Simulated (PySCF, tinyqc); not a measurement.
Inside a calculation. Method: G0W0 on RHF in the sto-3g basis, for LiH, spin multiplicity 1. The lowest restricted solution is unstable here: a spin-polarised one lies 0.0070 hartree lower (PySCF). Computed by tinyqc, a small Python program that keeps every step (integrals from PySCF). Settings: charge = 0, multiplicity = 1, basis = sto-3g, method = RHF, energy threshold = 1e-10, iteration cap = 78, orthogonalisation = canonical, start = atomic densities, DIIS depth = 6. Command: `OMP_NUM_THREADS=1 python tinyqc.py 28058 28059 out.jsonl` (the two numbers bound the seeds that draw the settings). One thread of a shared host (Intel(R) Xeon(R) Processor @ 2.60GHz), about 0.1 s of CPU time with the checks. The early iterations of the SCF are left out here.

## One-electron integrals

Geometry (angstrom):
```
atom,x,y,z
Li,0.000000,0.000000,0.000000
H,0.000000,0.000000,2.236000
```

Basis sto-3g: exponents (1/bohr^2) and contraction coefficients of normalised primitives:
```
element,l (shell),exponent,coefficient
Li,s (1),16.119575,0.154329
Li,s (1),2.936201,0.535328
Li,s (1),0.794651,0.444635
Li,s (2),0.636290,-0.099967
Li,s (2),0.147860,0.399513
Li,s (2),0.048089,0.700115
Li,p (3),0.636290,0.155916
Li,p (3),0.147860,0.607684
Li,p (3),0.048089,0.391957
H,s (1),3.425251,0.154329
H,s (1),0.623914,0.535328
H,s (1),0.168855,0.444635
```

Overlap, kinetic and nuclear-attraction integrals over the contracted functions; the nuclear repulsion is the sum of Za Zb / Rab.

nuclear repulsion = 0.70998731 hartree

overlap S:
```
,1Li 1s,1Li 2s,1Li 2px,1Li 2py,1Li 2pz,2H 1s
1Li 1s,1.000000,0.241137,0.000000,0.000000,0.000000,0.015904
1Li 2s,0.241137,1.000000,0.000000,0.000000,0.000000,0.247601
1Li 2px,0.000000,0.000000,1.000000,0.000000,0.000000,0.000000
1Li 2py,0.000000,0.000000,0.000000,1.000000,0.000000,0.000000
1Li 2pz,0.000000,0.000000,0.000000,0.000000,1.000000,0.361464
2H 1s,0.015904,0.247601,0.000000,0.000000,0.361464,1.000000
```

kinetic energy T (hartree):
```
,1Li 1s,1Li 2s,1Li 2px,1Li 2py,1Li 2pz,2H 1s
1Li 1s,3.576786,-0.020237,0.000000,0.000000,0.000000,-0.006652
1Li 2s,-0.020237,0.102163,0.000000,0.000000,0.000000,0.010580
1Li 2px,0.000000,0.000000,0.319682,0.000000,0.000000,0.000000
1Li 2py,0.000000,0.000000,0.000000,0.319682,0.000000,0.000000
1Li 2pz,0.000000,0.000000,0.000000,0.000000,0.319682,0.047356
2H 1s,-0.006652,0.010580,0.000000,0.000000,0.047356,0.760032
```

nuclear attraction V (hartree):
```
,1Li 1s,1Li 2s,1Li 2px,1Li 2py,1Li 2pz,2H 1s
1Li 1s,-8.219544,-1.021411,0.000000,0.000000,-0.008247,-0.064072
1Li 2s,-1.021411,-1.435271,0.000000,0.000000,-0.085952,-0.383792
1Li 2px,0.000000,0.000000,-1.404121,0.000000,0.000000,0.000000
1Li 2py,0.000000,0.000000,0.000000,-1.404121,0.000000,0.000000
1Li 2pz,-0.008247,-0.085952,0.000000,0.000000,-1.468609,-0.566176
2H 1s,-0.064072,-0.383792,0.000000,0.000000,-0.566176,-1.936529
```

core Hamiltonian H = T + V (hartree):
```
,1Li 1s,1Li 2s,1Li 2px,1Li 2py,1Li 2pz,2H 1s
1Li 1s,-4.642757,-1.041649,0.000000,0.000000,-0.008247,-0.070724
1Li 2s,-1.041649,-1.333108,0.000000,0.000000,-0.085952,-0.373213
1Li 2px,0.000000,0.000000,-1.084439,0.000000,0.000000,0.000000
1Li 2py,0.000000,0.000000,0.000000,-1.084439,0.000000,0.000000
1Li 2pz,-0.008247,-0.085952,0.000000,0.000000,-1.148927,-0.518820
2H 1s,-0.070724,-0.373213,0.000000,0.000000,-0.518820,-1.176497
```

## Two-electron integrals

Functions are numbered as in S; the eight-fold symmetry (ij|kl) = (ji|kl) = (kl|ij) leaves the list below.

Two-electron integrals (ij|kl) in chemists' order, unique and non-zero (hartree):
```
i,j,k,l,(ij|kl)
1,1,1,1,1.680395
2,1,1,1,0.265420
2,1,2,1,0.049941
2,2,1,1,0.397727
2,2,2,1,0.092860
2,2,2,2,0.290562
3,1,3,1,0.008981
3,2,3,1,0.013788
3,2,3,2,0.064184
3,3,1,1,0.396640
3,3,2,1,0.092880
3,3,2,2,0.290497
3,3,3,3,0.312946
4,1,4,1,0.008981
4,2,4,1,0.013788
4,2,4,2,0.064184
4,3,4,3,0.016869
4,4,1,1,0.396640
4,4,2,1,0.092880
4,4,2,2,0.290497
4,4,3,3,0.279207
4,4,4,4,0.312946
5,1,5,1,0.008981
5,2,5,1,0.013788
5,2,5,2,0.064184
5,3,5,3,0.016869
5,4,5,4,0.016869
5,5,1,1,0.396640
5,5,2,1,0.092880
5,5,2,2,0.290497
5,5,3,3,0.279207
5,5,4,4,0.279207
5,5,5,5,0.312946
6,1,1,1,0.016543
6,1,2,1,0.003155
6,1,2,2,0.006063
6,1,3,3,0.005987
6,1,4,4,0.005987
6,1,5,1,0.000423
6,1,5,2,0.000828
6,1,5,5,0.006219
6,1,6,1,0.000223
6,2,1,1,0.073246
6,2,2,1,0.017472
6,2,2,2,0.062672
6,2,3,3,0.058983
6,2,4,4,0.058983
6,2,5,1,0.002663
6,2,5,2,0.019839
6,2,5,5,0.069995
6,2,6,1,0.001355
6,2,6,2,0.027723
6,3,3,1,0.000979
6,3,3,2,0.005468
6,3,5,3,0.002587
6,3,6,3,0.001390
6,4,4,1,0.000979
6,4,4,2,0.005468
6,4,5,4,0.002587
6,4,6,4,0.001390
6,5,1,1,0.101759
6,5,2,1,0.024408
6,5,2,2,0.089701
6,5,3,3,0.083553
6,5,4,4,0.083553
6,5,5,1,0.004089
6,5,5,2,0.030685
6,5,5,5,0.101915
6,5,6,1,0.001929
6,5,6,2,0.042373
6,5,6,5,0.065107
6,6,1,1,0.236618
6,6,2,1,0.057036
6,6,2,2,0.225087
6,6,3,3,0.206535
6,6,4,4,0.206535
6,6,5,1,0.008202
6,6,5,2,0.080459
6,6,5,5,0.262055
6,6,6,1,0.004442
6,6,6,2,0.132145
6,6,6,5,0.206997
6,6,6,6,0.774606
```

## Orthogonalisation

S = U s U^T; canonical form X = U s^(-1/2), so that X^T S X = 1. Each column of U has its largest component positive (the first on a tie).

eigenvalues of S: 0.541689  0.806613  1.000000  1.000000  1.182809  1.468889

X:
```
,1,2,3,4,5,6
1Li 1s,0.311726,0.749285,0.000000,0.000000,0.595929,0.225140
1Li 2s,-0.652059,-0.582805,0.000000,0.000000,0.467305,0.402030
1Li 2px,0.000000,0.000000,0.875011,0.484102,0.000000,0.000000
1Li 2py,0.000000,0.000000,-0.484102,0.875011,0.000000,0.000000
1Li 2pz,-0.712482,0.513125,0.000000,0.000000,-0.465350,0.417882
2H 1s,0.903379,-0.274527,0.000000,0.000000,-0.235349,0.542075
```

Within a degenerate level the vectors are fixed only up to a rotation; this is one choice.

## Iteration 8 (converged): orbitals

converged F (hartree):
```
,1Li 1s,1Li 2s,1Li 2px,1Li 2py,1Li 2pz,2H 1s
1Li 1s,-2.366524,-0.643144,0.000000,0.000000,0.013844,-0.043992
1Li 2s,-0.643144,-0.207667,0.000000,0.000000,-0.058766,-0.189056
1Li 2px,0.000000,0.000000,0.159633,0.000000,0.000000,0.000000
1Li 2py,0.000000,0.000000,0.000000,0.159633,0.000000,0.000000
1Li 2pz,0.013844,-0.058766,0.000000,0.000000,0.062855,-0.186699
2H 1s,-0.043992,-0.189056,0.000000,0.000000,-0.186699,-0.073955
```

Diagonalise F' = X^T F X, C = X C', fill 2 alpha and 2 beta electrons from the bottom; D = 2 C_occ C_occ^T. Each column has its largest component positive (the first on a tie).

F' = X^T F X (hartree):
```
,1,2,3,4,5,6
1,0.292284,-0.298535,0.000000,0.000000,-0.271804,-0.136925
2,-0.298535,-0.770492,0.000000,0.000000,-1.040404,-0.392372
3,0.000000,0.000000,0.159633,0.000000,0.000000,0.000000
4,0.000000,0.000000,0.000000,0.159633,0.000000,0.000000
5,-0.271804,-1.040404,0.000000,0.000000,-1.203557,-0.555972
6,-0.136925,-0.392372,0.000000,0.000000,-0.555972,-0.475564
```

orbital energies (hartree): MO1 -2.368980, MO2 -0.230059, MO3 0.069603, MO4 0.159633, MO5 0.159633, MO6 0.372107

coefficients C:
```
,MO1,MO2,MO3,MO4,MO5,MO6
1Li 1s,0.991507,-0.148643,-0.215907,0.000000,0.000000,0.112351
1Li 2s,0.033185,0.506535,0.799590,0.000000,0.000000,-0.497818
1Li 2px,0.000000,0.000000,0.000000,0.959258,0.282532,0.000000
1Li 2py,0.000000,0.000000,0.000000,-0.282532,0.959258,0.000000
1Li 2pz,-0.004361,0.322108,-0.585396,0.000000,0.000000,-0.845957
2H 1s,-0.001747,0.603865,-0.217255,0.000000,0.000000,0.910405
```

D after iteration 8:
```
,1Li 1s,1Li 2s,1Li 2px,1Li 2py,1Li 2pz,2H 1s
1Li 1s,2.010363,-0.084779,0.000000,0.000000,-0.104407,-0.182986
1Li 2s,-0.084779,0.515358,0.000000,0.000000,0.326029,0.611641
1Li 2px,0.000000,0.000000,0.000000,0.000000,0.000000,0.000000
1Li 2py,0.000000,0.000000,0.000000,0.000000,0.000000,0.000000
1Li 2pz,-0.104407,0.326029,0.000000,0.000000,0.207546,0.389035
2H 1s,-0.182986,0.611641,0.000000,0.000000,0.389035,0.729312
```

Within a degenerate level the vectors are fixed only up to a rotation; this is one choice.

## Convergence

Stop when the energy changes by less than 1e-10 hartree and every element of the error matrix X^T (F D S - S D F) X is below 3e-06.

Course of the cycle:
```
iteration,E (hartree),change,largest element of the error matrix
1,-7.62595739,-,7.03e-02
2,-7.79148802,-1.66e-01,9.67e-02
3,-7.80076294,-9.27e-03,3.83e-02
4,-7.80340131,-2.64e-03,5.73e-03
5,-7.80363786,-2.37e-04,9.22e-04
6,-7.80364338,-5.53e-06,6.84e-05
7,-7.80364341,-3.10e-08,4.32e-06
8,-7.80364341,-5.61e-11,2.03e-07
```

PySCF RHF in the same basis = -7.80364341 hartree

Converged in 8 iterations.

## Integrals over molecular orbitals

(pq|rs) = sum C_ip C_jq C_kr C_ls (ij|kl), one index at a time.

one-electron integrals over orbitals h = C^T H C (hartree):
```
,1,2,3,4,5,6
1,-4.633897,0.095466,0.160931,0.000000,0.000000,-0.052255
2,0.095466,-1.280695,0.010497,0.000000,0.000000,0.050641
3,0.160931,0.010497,-1.088898,0.000000,0.000000,0.018319
4,0.000000,0.000000,0.000000,-1.084439,0.000000,0.000000
5,0.000000,0.000000,0.000000,0.000000,-1.084439,0.000000
6,-0.052255,0.050641,0.018319,0.000000,0.000000,-1.017657
```

Two-electron integrals over orbitals (pq|rs), unique and non-zero (hartree):
```
p,q,r,s,(pq|rs)
1,1,1,1,1.659356
2,1,1,1,-0.097869
2,1,2,1,0.009965
2,2,1,1,0.307763
2,2,2,1,0.002402
2,2,2,2,0.445075
3,1,1,1,-0.142088
3,1,2,1,0.010661
3,1,2,2,-0.010684
3,1,3,1,0.022037
3,2,1,1,0.031077
3,2,2,1,-0.002525
3,2,2,2,-0.061989
3,2,3,1,-0.000296
3,2,3,2,0.023822
3,3,1,1,0.389742
3,3,2,1,-0.008612
3,3,2,2,0.212438
3,3,3,1,0.000747
3,3,3,2,0.015638
3,3,3,3,0.326053
4,1,4,1,0.009804
4,2,4,1,0.007270
4,2,4,2,0.021023
4,3,4,1,0.010404
4,3,4,2,0.020621
4,3,4,3,0.041391
4,4,1,1,0.396343
4,4,2,1,-0.003546
4,4,2,2,0.241107
4,4,3,1,-0.005071
4,4,3,2,0.015464
4,4,3,3,0.278899
4,4,4,4,0.312946
5,1,5,1,0.009804
5,2,5,1,0.007270
5,2,5,2,0.021023
5,3,5,1,0.010404
5,3,5,2,0.020621
5,3,5,3,0.041391
5,4,5,4,0.016869
5,5,1,1,0.396343
5,5,2,1,-0.003546
5,5,2,2,0.241107
5,5,3,1,-0.005071
5,5,3,2,0.015464
5,5,3,3,0.278899
5,5,4,4,0.279207
5,5,5,5,0.312946
6,1,1,1,0.068020
6,1,2,1,-0.008997
6,1,2,2,-0.007247
6,1,3,1,-0.004431
6,1,3,2,0.002817
6,1,3,3,0.011691
6,1,4,4,0.001617
6,1,5,5,0.001617
6,1,6,1,0.010708
6,2,1,1,-0.082895
6,2,2,1,0.001271
6,2,2,2,0.106152
6,2,3,1,0.004397
6,2,3,2,-0.047015
6,2,3,3,-0.018137
6,2,4,4,-0.039369
6,2,5,5,-0.039369
6,2,6,1,0.001194
6,2,6,2,0.131482
6,3,1,1,0.025051
6,3,2,1,-0.002180
6,3,2,2,-0.059934
6,3,3,1,0.003940
6,3,3,2,0.019684
6,3,3,3,0.036932
6,3,4,4,0.009311
6,3,5,5,0.009311
6,3,6,1,0.004559
6,3,6,2,-0.041088
6,3,6,3,0.033004
6,4,4,1,-0.005707
6,4,4,2,-0.018114
6,4,4,3,-0.011515
6,4,6,4,0.018960
6,5,5,1,-0.005707
6,5,5,2,-0.018114
6,5,5,3,-0.011515
6,5,6,5,0.018960
6,6,1,1,0.349946
6,6,2,1,0.000601
6,6,2,2,0.416030
6,6,3,1,-0.010495
6,6,3,2,-0.050059
6,6,3,3,0.238842
6,6,4,4,0.256668
6,6,5,5,0.256668
6,6,6,1,-0.005223
6,6,6,2,0.092079
6,6,6,3,-0.046932
6,6,6,6,0.410476
```

## Screening: direct RPA

With D = e_a - e_i and K = (ia|jb): diagonalise D^(1/2) (D + 4K) D^(1/2) = Z w^2 Z^T; X + Y = D^(1/2) Z w^(-1/2), each column of Z with its largest component positive (the first on a tie); E_c = (sum w - tr (D + 2K)) / 2.

D^(1/2) (D + 4K) D^(1/2) (hartree^2):
```
,1>3,1>4,1>5,1>6,2>3,2>4,2>5,2>6
1>3,6.161641,0.000000,0.000000,-0.045829,-0.001012,0.000000,0.000000,0.021315
1>4,0.000000,6.493041,0.000000,0.000000,0.000000,0.028867,0.000000,0.000000
1>5,0.000000,0.000000,6.493041,0.000000,0.000000,0.000000,0.028867,0.000000
1>6,-0.045829,0.000000,0.000000,7.630961,0.010213,0.000000,0.000000,0.006133
2>3,-0.001012,0.000000,0.000000,0.010213,0.118351,0.000000,0.000000,-0.079887
2>4,0.000000,0.028867,0.000000,0.000000,0.000000,0.184630,0.000000,0.000000
2>5,0.000000,0.000000,0.028867,0.000000,0.000000,0.000000,0.184630,0.000000
2>6,0.021315,0.000000,0.000000,0.006133,-0.079887,0.000000,0.000000,0.679298
```

excitation energies w (hartree): 0.327383  0.429532  0.429532  0.830884  2.481995  2.548170  2.548170  2.762681

X + Y:
```
,1,2,3,4,5,6,7,8
1>3,-0.000907,0.000000,0.000000,-0.006664,0.990728,0.000000,0.000000,-0.029251
1>4,0.000000,-0.010264,0.004232,0.000000,0.000000,-0.471116,0.877698,0.000000
1>5,0.000000,-0.004232,-0.010264,0.000000,0.000000,0.877698,0.471116,0.000000
1>6,-0.004222,0.000000,0.000000,-0.001267,0.032716,0.000000,0.000000,0.995600
2>3,0.947530,0.000000,0.000000,-0.083068,-0.000058,0.000000,0.000000,0.000446
2>4,0.000000,0.880571,-0.363074,0.000000,0.000000,-0.000846,0.001577,0.000000
2>5,0.000000,0.363074,0.880571,0.000000,0.000000,0.001577,0.000846,0.000000
2>6,0.187591,0.000000,0.000000,0.843120,0.001933,0.000000,0.000000,0.000360
```

RPA correlation energy = -0.02958118 hartree

Within a degenerate level the vectors are fixed only up to a rotation; this is one choice.

## G0W0 on Hartree-Fock: HOMO

W(p,q,m) = sqrt2 sum_ia (pq|ia) (X+Y)_ia,m; Sigma_c(x) = sum_(i,m) W^2/(x - e_i + w_m) + sum_(a,m) W^2/(x - e_a - w_m); solve x = e_p + Sigma_c(x) by Newton steps; Z = 1/(1 - dSigma/dx); 1 hartree = 27.211386 eV.

The 12 largest terms at x = e_p (hartree; W for the signs of X + Y given):
```
q,m,W,term
2,4,0.133967,0.021600
6,4,0.162252,-0.018370
2,1,-0.054848,0.009189
3,4,-0.058860,-0.003064
6,1,-0.028133,-0.000851
4,2,0.026075,-0.000830
5,3,0.026075,-0.000830
3,1,0.019432,-0.000602
5,2,0.010751,-0.000141
4,3,-0.010751,-0.000141
2,5,-0.015009,0.000091
1,5,0.014525,0.000046
```

Newton steps (hartree):
```
step,x,Sigma_c(x),Z
0,-0.230059,0.006077,0.931151
1,-0.224400,0.005662,0.932110
2,-0.224398,0.005661,0.932111
```

quasiparticle energy of the HOMO = -6.106168 eV

Hartree-Fock value = -6.260224 eV

## G0W0 on Hartree-Fock: LUMO

As before.

The 12 largest terms at x = e_p (hartree; W for the signs of X + Y given):
```
q,m,W,term
2,4,-0.058860,0.003064
6,4,-0.051348,-0.002326
4,2,0.025528,-0.001254
5,3,0.025528,-0.001254
3,1,0.016073,-0.000789
3,4,-0.023491,-0.000664
2,1,0.019432,0.000602
6,1,0.015444,-0.000379
5,2,0.010526,-0.000213
4,3,-0.010526,-0.000213
1,5,0.030683,0.000191
3,8,0.016431,-0.000098
```

Newton steps (hartree):
```
step,x,Sigma_c(x),Z
0,0.069603,-0.003499,0.984897
1,0.066157,-0.003446,0.985016
2,0.066157,-0.003446,0.985016
```

quasiparticle energy of the LUMO = 1.800226 eV

Hartree-Fock value = 1.894007 eV
